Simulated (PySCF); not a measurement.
Compound: C6H11 (doublet state).
Z-matrix (Å and degrees, GFN2-xTB geometry), rows numbered from 1:
```
C 
C   1  1.3703
C   2  1.5075  1  118.02
C   2  1.3965  1  123.65  3   179.32
C   4  1.4936  2  122.38  1     3.85
C   4  1.4930  2  120.82  1  -175.78
H   1  1.0736  2  122.75  3  -177.96
H   1  1.0750  2  120.91  3     0.97
H   3  1.0866  2  110.40  1    -8.40
H   3  1.0900  2  110.63  1   111.36
H   3  1.0885  2  110.93  1  -128.82
H   5  1.0885  4  110.56  2   155.36
H   5  1.0936  4  110.78  2   -85.44
H   5  1.0874  4  111.59  2    34.52
H   6  1.0901  4  111.41  2    47.22
H   6  1.0934  4  111.00  2   -71.87
H   6  1.0873  4  110.86  2   168.20
```

The hyperfine couplings belong to this conformer and change with its torsions.

The species is `C=C(C)[C](C)C` [radical].

Method used: UKS B3LYP, pcH-1 on C H, non-relativistic, mean-field spin-orbit, GIAO in PySCF. Isolated species at its GFN2-xTB geometry (one conformer only). GFN2-xTB frequencies show an imaginary mode (21i cm⁻¹), so this geometry is no minimum at that level. The geometry wasn't refined by DFT: couplings that depend on bond lengths, twists or pyramidal angles can differ widely from those at the functional's own minimum. No stability test was run, so a lower SCF solution isn't excluded. ⟨S²⟩ is 0.775 where a pure state has 0.75.

Largest spin populations (Mulliken): C4 (+0.67), C1 (+0.62) and C2 (-0.25). The angles at C4 add up to 360.0°, so it is planar.

Q: McConnell's relation a(H) = Q·ρ ties the coupling of a proton on a planar π carbon to the spin population of that carbon. What Q do the computed values give?

A: 
```tsv
H	C	ρ(C)	a(H) (G)	a/ρ (G)
H7	C1	+0.623	-12.68	-20.4
H8	C1	+0.623	-13.24	-21.2
```

These protons share one ρ (within 0.01), so their mean ratio, Q = -20.8 G, is no test of linearity. In every row coupling and population have opposite signs.

Q: How do the β-proton couplings of this frozen conformer go with θ, the angle between the C–H bond and the normal to the plane of the spin centre's three neighbours, both seen down the bond from centre to carbon?

A: 
```tsv
β H	on	centre	θ (°)	cos²θ	a (G)
H12	C5	C4	65	0.18	+6.50
H13	C5	C4	4	0.99	+29.30
H14	C5	C4	56	0.32	+9.58
H15	C6	C4	43	0.54	+18.89
H16	C6	C4	18	0.90	+32.12
H17	C6	C4	78	0.04	+2.30
```

Fitting the Heller–McConnell form a = ρ(B0 + B2 cos²θ), with Mulliken ρ = 0.67, gives B0 = 1.3 G and B2 = 46.7 G, with a largest miss of 2.9 G. By this fit the coupling would be 32.3 G at θ = 0° and 0.9 G at 90°.

Q: What would the freely rotating methyl group on C5 show?

A: Three equal couplings, a 1:3:3:1 quartet. The mean of the three values of this geometry estimates the splitting: 15.1 G, or 42.4 MHz (three bonds 120° apart have a mean cos²θ of 1/2 at any torsion).

Couplings in gauss use g_iso = 2.0026.
